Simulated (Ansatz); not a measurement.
Relaxing RbFe₃

Computed with DFT PBE, scalar-relativistic, plane waves, PAW (Ansatz). Cutoff 420 eV, Γ-centred k mesh, Gaussian smearing, collinear spin, first started from parallel moments.

RbFe₃ was placed on the Ni3Sn (D0_19) structure type (P6_3/mmc, No. 194), with Rb in place of Sn, Fe in place of Ni, at a guessed volume.

```xyz
8
Lattice="5.9915 0.0000 0.0000 -2.9958 5.1888 0.0000 0.0000 0.0000 4.8091" Properties=species:S:1:pos:R:3 pbc="T T T"
Rb    0.0000    3.4592    1.2023
Rb    2.9958    1.7296    3.6069
Fe    2.9958    3.4558    1.2023
Fe   -1.4949    4.3223    3.6069
Fe    1.5009    0.8665    1.2023
Fe    0.0000    1.7331    3.6069
Fe    4.4907    0.8665    1.2023
Fe    1.4949    4.3223    3.6069
```

Cell and atoms relax at zero pressure; the relaxation can't lower the symmetry of the start. After a coarse first stage the cell is made exact in the group found at 0.06 Å.

Formation energies are uncorrected and refer to the elements' standard structures at the same level.

(1) What does it relax into?

(2) What are its volume, energy, gap and moment?

Answers

(1) It keeps P6_3/mmc (No. 194), but not the shape of the type it started on. Conventional cell: a = 7.867 Å, c = 4.016 Å. Rb has 6 Fe at 3.75 Å, 2 Rb at 4.02 Å and 6 Fe at 4.03 Å; Fe is coordinated by 6 Fe at 2.38–2.43 Å.

```
Rb Fe
1.0
     7.86659    0.00000    0.00000
    -3.93329    6.81266    0.00000
     0.00000    0.00000    4.01617
Rb Fe
2 6
Direct
  0.33333 0.66667 0.25000
  0.66667 0.33333 0.75000
  0.89918 0.79836 0.25000
  0.10082 0.89918 0.75000
  0.20164 0.10082 0.25000
  0.10082 0.20164 0.75000
  0.89918 0.10082 0.25000
  0.79836 0.89918 0.75000
```

(2) The volume per atom is 26.90 Å³. The density is 3.90 g/cm³ and the energy over the elements is 0.81 eV/atom. The gap on the 6×6×10 mesh is 0 eV (a metal). The net moment per atom is 1.94 μB and the largest site moment is 2.48 μB.

The final run used a 6×6×10 mesh on its 8-atom cell and 0.10 eV smearing. The k mesh leaves about 4 meV/atom of noise in metals. A structure relaxed within its symmetry needn't be a true minimum.

Cost: 3 runs of about 17 core-minutes in all, on Intel Xeon Platinum 8375C (Ice Lake) (shared hosts).